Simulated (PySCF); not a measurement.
A structure optimised at B3LYP-D3(BJ)/def2-TZVPD, used in a PySCF frequency run:

```xyz
3

C      0.0000     0.0000    -0.1030
H      0.0000    -0.9966     0.3089
H      0.0000     0.9966     0.3089
```
Charge 0, spin multiplicity 3.

Task: Write its SMILES, formula and point group.

Result: [CH2], CH₂, C2v

Task: What are its rotational constants (standard atomic weights)?

Result: 1725.4, 252.41, 220.20 GHz
